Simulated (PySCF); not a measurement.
## Which determinant of CH lies lowest?

Unrestricted PBE0; H def2-TZVP, C def2-TZVP; no relativity (PySCF 2.14). Outer shells of the fragments: H 1s1; C 2s2 2p2.

Followed along the bond (rough minima from three points):

```
2Ms+1   unpaired  ⟨S²⟩ at the start  R at minimum (Å)  Te (eV)
    2        π ↑               0.75              1.13     0.00
    4  σ ↑, π ↑↑               3.75              1.09     0.54
```

Solutions found at the starting distance of 1.030 Å, counted from the lowest of them; the search is not exhaustive and high or unbound solutions are not listed, so other states can lie among these:

```tsv
2Ms+1	unpaired	term	E (eV)	⟨S²⟩	⟨Lz²⟩	μ (D)
2	π ↑	²Π	0.00	0.75	1.00	-1.66
4	σ ↑, π ↑↑	⁴Σ⁻	0.45	3.75	0.00	-0.64
2	σ ↑, π ↑↓	mixed	1.71	1.76	2.01	-0.86
2	σ ↓, π ↑↑	mixed	1.92	1.76	0.00	-1.04
2	σ ↑	mixed	3.17	0.75	2.00	-0.87
2	π ↑	²Π	6.95	0.78	1.01	-0.32
4	σ ↑↑, π ↑	⁴Π	8.83	3.75	1.00	3.73
```

A term symbol is given only where ⟨S²⟩ and ⟨Lz²⟩ are close to those of a pure state; real π, δ and φ orbitals otherwise mix terms. A positive dipole means H(−)C(+).

Problem. Compare the gap between the two lowest followed solutions at the starting distance with the gap between their minima.

Solution. At PBE0 the second solution (quartet, unpaired electrons σ ↑, π ↑↑) lies +0.45 eV from the first (doublet, unpaired electrons π ↑) at 1.030 Å and +0.54 eV at the minima; the two curves relax by different amounts, since their minima lie near 1.09 and 1.13 Å.

Counting both spins, an empty level lies below a filled one in some of these solutions, because spin and occupation are held.
